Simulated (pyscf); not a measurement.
## Addition across a multiple bond or ene-type step: `[O]=[Mo](=[O])([Cl])[Cl]` + `[H][H]` → `[OH][Mo]([OH])([Cl])[Cl]` [singlet]

Gas phase, singlet surface, charge 0. Bonds broken: H6–H7. Bonds formed: O1–H6, O3–H7. PySCF, gas phase, ωB97X-D3(BJ)/def2-SVP geometries.

Transition state (Å):

```xyz
7

O     -1.4661     0.3255     0.5101
Mo    -0.2610     0.0240    -0.7013
O      0.7332    -0.6482     0.5524
Cl     0.6078     1.9642    -1.4362
Cl    -0.9495    -1.5906    -2.1083
H     -0.9457    -0.1067     1.5928
H      0.0293    -0.5383     1.6110
```

One imaginary mode, 2031i cm⁻¹; descent along it reached the two sides named, in the forms told below.

| bond | change | reactant side (Å) | saddle | product side |
|---|---|---|---|---|
| H6–H7 | breaks | 0.760 | 1.066 | 2.097 |
| O1–H6 | forms | 2.8 | 1.277 | 0.977 |
| O3–H7 | forms | 2.7 | 1.276 | 0.977 |

Electronic energies relative to the separated reactants (kcal/mol):

```tsv
level	barrier	reaction energy	reverse barrier
ωB97X-D3(BJ)/def2-TZVP	53.0	+14.3	38.8
PBE/def2-TZVP	43.1	+32.2	10.9
r²SCAN/def2-TZVP	46.9	+29.6	17.3
B3LYP-D3(BJ)/def2-TZVP	48.2	+19.4	28.8
PBE0-D3(BJ)/def2-TZVP	46.1	+17.1	28.9
M06-2X/def2-TZVP	49.4	+7.0	42.5
ωB97M-D3(BJ)/def2-TZVP	51.2	+11.1	40.1
HF/def2-TZVP	63.7	-26.7	90.4
```

With ωB97M-D3(BJ)/def2-TZVP energies and thermal terms (ideal gas, 1 atm, RRHO with modes under 100 cm⁻¹ raised to 100, one conformer, R ln 2 for chiral ones without a mode under 150 cm⁻¹), in kcal/mol:

| T (K) | ΔH‡ | ΔG‡ | ΔH | ΔG |
|---|---|---|---|---|
| 298 | 51.3 | 60.3 | +16.3 | +23.7 |
| 600 | 50.3 | 69.9 | +16.4 | +31.2 |
| 900 | 50.2 | 79.7 | +16.8 | +38.6 |
| 1200 | 50.4 | 89.5 | +17.2 | +45.8 |

On the product side the descent ends in a point of other shape or electronic state (no frequency run), 8.6 kcal/mol over the lowest minimum found and 30.2 kcal/mol under the saddle at ωB97X-D3(BJ)/def2-TZVP. The same reactants have a lower exit, to O=MoH(=O)–Cl + HCl (barrier +35.5 kcal/mol at ωB97M-D3(BJ)/def2-TZVP, against +51.2 kcal/mol here). The other spin state of HO–Mo(OH)(Cl)–Cl [singlet] is not in these data. One saddle was located; it need not be the lowest between these sides. A restricted singlet here is unstable towards spin polarisation, as is usual where a triplet lies low; its energy is less safe. Elements past Kr carry the def2 core potentials, without spin-orbit coupling.
